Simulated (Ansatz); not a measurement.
Rock-salt ErN, treated with LDA in Ansatz (plane waves, PAW).

Run with plane-wave cutoff 500 eV, 14×14×14 k mesh, Fermi–Dirac smearing 0.05 eV, spin-polarised with parallel moments, scalar-relativistic PAW data made under PBE.

Computed at the level's own relaxed cell.

Q: Give the computed volume per atom and lattice parameter a.

A: 
volume per atom: 13.09 Å³/atom
lattice parameter a: 4.713 Å

The run finds no gap.

Note: the magnetic order was assumed, not searched for or taken from measurement; the 4f shell is treated without U or exact exchange, so its levels and filling can be wrong; the volume lies 8 % below that of the published cell.

Spin–orbit coupling is not included.

Computed values are for the static lattice.

It cost around 90 core-seconds (rough) of CPU time.

Ansatz is a program for electronic structure.
